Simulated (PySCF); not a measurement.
From one molecule to another.

First species: C₆H₄O₂.
Geometry (GFN2-xTB, Å), atoms numbered from 1 in this order:
```xyz
12
C6H4O2 angstrom
C      1.986   -0.109   -0.522
C      1.568    0.119    0.758
C      0.158    0.117    0.665
O     -0.962    0.254    1.396
C     -1.986    0.109    0.517
C     -1.568   -0.119   -0.763
C     -0.158   -0.114   -0.670
O      0.963   -0.253   -1.401
H      2.976   -0.190   -0.925
H      2.182    0.263    1.622
H     -2.975    0.188    0.922
H     -2.182   -0.265   -1.626
```

Second species: C₈H₁₃PS.
SMILES: `CC1=CP=C(C(C)(C)C)S1`

Levels: PBE0/pcSseg-1 for dipole moment, HOMO energy, LUMO energy and HOMO–LUMO gap; GFN2-xTB for rotational constant A and rotational constant C. Geometries: GFN2-xTB. All species are isolated and taken at one optimised geometry, non-relativistic unless stated. Electronic properties by PySCF.

Dipoles, sizes and rotational constants follow the conformer. The torsions of the flexible species, by atom-mapped SMILES:
- `[CH3:1][c:2]1[cH:3][p:4][c:5]([C:6]([CH3:7])([CH3:8])[CH3:9])[s:10]1`: P4–C5–C6–C7 117°

Q: Which of the two has the higher HOMO energy, and by how much?

A: The first: -6.09 eV against -6.44 eV, a difference of 0.35 eV.

Q: Which has the higher rotational constant C?

A: The first: 1.603 GHz against 0.594 GHz, a difference of 1.009 GHz.

Q: Which has the higher dipole moment?

A: The second: 1.40 D against 0.00 D, a difference of 1.40 D.

Q: Which has the higher rotational constant A?

A: The first: 5.439 GHz against 1.786 GHz, a difference of 3.653 GHz.

Q: Which of the two has the higher HOMO–LUMO gap, and by how much?

A: The first: 5.82 eV against 5.35 eV, a difference of 0.47 eV.

Q: Which of the two has the higher LUMO energy, and by how much?

A: The first: -0.27 eV against -1.09 eV, a difference of 0.82 eV.

On the first: Point group C2h forbids a permanent dipole, so the rigid molecule has no electric-dipole pure rotational spectrum.

On the second: The dipole matches unit charges of opposite sign 0.29 Å apart (1 e·Å = 4.8032 D).
